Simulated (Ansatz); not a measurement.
System: fcc Ni. Method: PBE0 (Ansatz, a first-principles code, PAW).

Numerical settings: plane-wave cutoff 500 eV, 12×12×12 k mesh, Fermi–Dirac smearing 0.1 eV, spin-polarised with parallel moments, scalar-relativistic PAW data made under PBE.

The cell is the one relaxed with r²SCAN: a = b = c = 3.479 Å, α = β = γ = 90.00°.

Q: Predict the magnetic moment per atom (the cell's total over its atoms).

A: 
magnetic moment per atom (the cell's total over its atoms): 0.85 μB

Note: exact exchange on metals is sensitive to the k mesh and can open a false gap; the run warned that the count of filled bands differs between k points; cell and atoms aren't relaxed at this level (pressure 4.1 GPa).

Moments are spin moments.

The computed numbers hold no vibrational or temperature effects.
